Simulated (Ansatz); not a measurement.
# C3H4O2: the cost of one run

Program: Ansatz 0.2.0, Gaussian basis. Level of theory: the settings change from run to run. These are calculated values, not measurements.

### 1 The geometry

The structure was relaxed beforehand with PBE0-D4 in a triple-zeta def2 set.

SMILES `CC(=O)C=O`, 9 atoms, charge 0, spin multiplicity 1.

Atoms are counted from 1 here; the program's logs count them from 0.

Bond lengths: C1–C2 1.491 Å, C1–H6 1.093 Å, C1–H7 1.088 Å, C1–H8 1.093 Å, C2–O3 1.205 Å, C2–C4 1.530 Å, C4–O5 1.197 Å, C4–H9 1.109 Å. Angles: C2–C1–H6 109.7°, C2–C1–H7 110.1°, C2–C1–H8 109.7°, H6–C1–H7 110.6°, H6–C1–H8 106.0°, H7–C1–H8 110.6°, C1–C2–O3 125.3°, C1–C2–C4 117.2°, O3–C2–C4 117.5°, C2–C4–O5 123.3°, C2–C4–H9 113.2°, O5–C4–H9 123.5°.

### 2 revPBE0/def2-TZVPD

This run has a grid of angular degree 11, finite nuclei, D3(BJ) with three-body dispersion, high accuracy.

Input file in.yaml:

```yaml
crystal:
  periodic: [false, false, false]
  atoms:
    - {symbol: C, position_ang: [-0.016797, -0.974945, -0.650265]}
    - {symbol: C, position_ang: [0.478497, -0.043622, 0.404129]}
    - {symbol: O, position_ang: [1.416195, -0.250388, 1.131484]}
    - {symbol: C, position_ang: [-0.266613, 1.281612, 0.572443]}
    - {symbol: O, position_ang: [-1.208384, 1.595877, -0.096914]}
    - {symbol: H, position_ang: [-1.064039, -1.224352, -0.460133]}
    - {symbol: H, position_ang: [0.592965, -1.875440, -0.670368]}
    - {symbol: H, position_ang: [0.003063, -0.475792, -1.622624]}
    - {symbol: H, position_ang: [0.153613, 1.920750, 1.374948]}
basis:
  gaussian: {orbitals: def2-TZVPD, final_grid: {core_spheres: 5, valence_spheres: 4, degree: 11}, nuclear_model: gaussian}
hamiltonian: {xc: {name: revPBE0}, dispersion: d3bjatm}
accuracy: high
```

Launch:

```bash
$ ansatz run in.yaml --threads 2 --pin off --events-out ev --progress --plain --max-ram 4352MiB
```

**Question.** How long does this run take on 2 threads of Arm Neoverse V2, shared host, and how much memory does it need?

About 12 s, with a peak of 1.4 GiB.
